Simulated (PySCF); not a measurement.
An unknown shows these calculated signals:

¹H NMR (600 MHz, computed): δ 10.21 (s, 1H), 2.33 (t, J = 6.9 Hz, 2H), 1.60 (qt, J = 8.0, 6.9 Hz, 2H), 0.99 (t, J = 8.0 Hz, 3H).

¹³C{¹H} NMR (computed): δ 205.9 (CH), 52.9 (CH2), 19.1 (CH2), 15.6 (CH3).

All values are calculated (PySCF): B3LYP/pcJ-1 coupling constants (without the spin–dipole term), geometry from GFN2-xTB, GIAO PBE0/pcSseg-1 shieldings. No solvent, single conformer, rapidly exchanging positions averaged, relativity neglected.

References, each an isolated molecule treated in the same way: TMS for ¹H (σref 31.72), ¹³C (σref 186.93).

Q: Which of these does the molecule contain: an aldehyde, a CH3CH2 unit, a C≡C triple bond, a carboxylic acid, a non-aromatic C=C double bond?

A: 
- An aldehyde: yes (δC 205.9; δH 10.21 (s)).
- A CH3CH2 unit: yes (δC 15.6, 19.1; δH 0.99 (t), 1.60 (qt)).
- A C≡C triple bond: no.
- A carboxylic acid: no.
- A non-aromatic C=C double bond: no.

The data belong to SMILES CCCC=O, C₄H₈O; they needn't prove each group on their own.

Carbon signals by region: 1 in the far downfield region (above 160 ppm), 1 at 50–100 ppm, 2 below 50 ppm. Above 160 ppm: 205.9, aldehyde carbonyl carbon.

Splittings below 1 Hz are ignored in the labels, and close J values are merged. Unscaled 3J(H,H) at this level run about 10 % above measured values. Shifts are as computed. Against solution values, carbons near 30 ppm lie about +3 ppm off and those near 130 ppm about +5 ppm. Of 1211 compounds with measured shifts, 218 miss one by over three times the rms of a fit or turn the order of signals round; such compounds aren't used in these exercises. Couplings across =CH–CH2 type bonds come from one rotamer and its mirror image, and can be 1–2 Hz further off. Vicinal H,H couplings across rotating CH2–CH2 and CH–CH2 bonds are estimated from the computed gauche and anti values for equal rotamer populations, (2 J gauche + J anti)/3.
